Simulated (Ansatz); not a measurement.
**Fe3Ge: computed properties**

Method: DFT r2SCAN, scalar-relativistic, plane waves, PAW (Ansatz).

Plane waves to 500 eV, a k mesh through Γ of 12×12×12 on the computed 4-atom cell and Gaussian smearing (0.10 eV); collinear spin from starting moments 3 3 3 -0.15 μB.

The structure is relaxed at this level of theory with its symmetry kept. Whether it is the stable form of this composition wasn't checked.

Space group Pm-3m (No. 221). a = 3.663 Å, b = 3.663 Å, c = 3.663 Å, α = 90.00°, β = 90.00°, γ = 90.00°
| atom | site | symmetry | x | y | z |
| --- | --- | --- | --- | --- | --- |
| Fe | 3c | 4/mm.m | 0.0000 | 0.5000 | 0.5000 |
| Ge | 1a | m-3m | 0.0000 | 0.0000 | 0.0000 |

* Space group: Pm-3m (No. 221)
* Volume per atom: 12.28 Å³
* Formation energy from the elements' standard states (uncorrected): -0.075 eV/atom
* Generalised Kohn–Sham band gap: none (metal)
* Density of states at the Fermi level: 1.19 states/eV per cell
* Löwdin character within 0.5 eV of the Fermi level: Fe 3d 71 %, Ge 4p 18 %, unprojected 4 %
* Bulk modulus: 162 GPa
* Its pressure derivative: 5.9
* Bader charges (e): Fe (3 in the cell) 0.16, Ge (1 in the cell) -0.49
* Total moment: 7.79 μB per cell
* Site moments (μB; atoms counted from 1 over the whole cell): Fe (atom 1) 2.73, Fe (atom 2) 2.73, Fe (atom 3) 2.73, Ge (atom 4) -0.14

The state reached may not be the lowest one.

Only this magnetic start was tried.

Cost: 6 runs of about 11 core-minutes in all, on Arm Neoverse V2 (shared hosts).